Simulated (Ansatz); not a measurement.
**C2H2F radical (SMILES C=[C]F): one structure at several levels**

An exercise on one series of results from a longer session: the logs are not shown, and one member is left open.

The runs use Ansatz 0.2.0, Gaussian basis; single points in def2-TZVPP.

Cores are frozen in the correlated methods. Orbitals are unrestricted.

## Starting geometry

5 atoms, charge 0, spin multiplicity 2.

Atoms are counted from 1 here; the program's logs count them from 0.

Bond lengths: C1–C2 1.176 Å, C1–H4 0.982 Å, C1–H5 0.888 Å, C2–F3 1.310 Å. Angles: C2–C1–H4 111.6°, C2–C1–H5 121.7°, H4–C1–H5 116.8°, C1–C2–F3 145.5°.

Geometry (Å):

```xyz
5
charge 0, multiplicity 2
C     0.51230   -0.11220   -0.04770
C    -0.50720    0.29210    0.37660
F    -1.72040    0.68500    0.07840
H     0.38830   -0.57500   -0.90450
H     1.14920   -0.42270    0.48720
```

The first run:

run/in.yaml reads:

```yaml
crystal:
  periodic: [false, false, false]
  atoms:
    - {symbol: C, position_ang: [0.512300, -0.112200, -0.047700]}
    - {symbol: C, position_ang: [-0.507200, 0.292100, 0.376600]}
    - {symbol: F, position_ang: [-1.720400, 0.685000, 0.078400]}
    - {symbol: H, position_ang: [0.388300, -0.575000, -0.904500]}
    - {symbol: H, position_ang: [1.149200, -0.422700, 0.487200]}
basis:
  gaussian: {orbitals: def2-TZVPP}
magnetization: {spin_polarized: true, initial_magnetization: 1}
correlation: {method: ccsd_t}
scf: {omitted_lower_state_checks: [cluster_reference]}
output: {forces: true}
```

No record of the launch command was kept for these runs.

Among the steps run: CCSD(T)/def2-TZVPP; PBE0-D4/def2-TZVPP; wB97M-V/def2-TZVPP; r2SCAN-D4/def2-TZVPP; PBE-D4/def2-TZVPP; SPW92/def2-TZVPP; B97M-V/def2-TZVPP.

One table of the session follows, with a row left open; its other results are not shown here.

| method | RMS force component (eV/Å) | angle to CCSD(T) forces (°) | dipole (D) |
| --- | --- | --- | --- |
| CCSD(T) | 5.573 | reference | 1.15 |
| PBE0-D4 | 5.424 | 3.2 | 1.13 |
| wB97M-V | 5.346 | 2.7 | 1.14 |
| r2SCAN-D4 | 5.395 | 2.5 | 1.08 |
| PBE-D4 | 5.447 | 3.0 | 1.05 |
| SPW92 | ? | ? | ? |
| B97M-V | 5.309 | 3.0 | 1.08 |

**Question.** Estimate the row for SPW92.

As computed: RMS force component (eV/Å): 5.413; angle to CCSD(T) forces (°): 5.7; dipole (D): 1.12. In the column «RMS force component (eV/Å)» it lies between r2SCAN-D4 (5.395) and PBE0-D4 (5.424).
